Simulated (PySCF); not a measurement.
Bonds broken one at a time in the series NC-X. All species are isolated molecules in the gas phase. Strings in code marks are SMILES.

Calculation: PBE-D3(BJ)/def2-TZVP in PySCF. 

A: whole molecule (`C#CC#N`)
B: whole molecule (`N#COC`)
C: whole molecule (`BC#N`)
D: radical fragment (`[SH]`)

Question: Pick the species with the lowest dipole moment.

Answer: D (0.87 D); next is C (2.54 D).
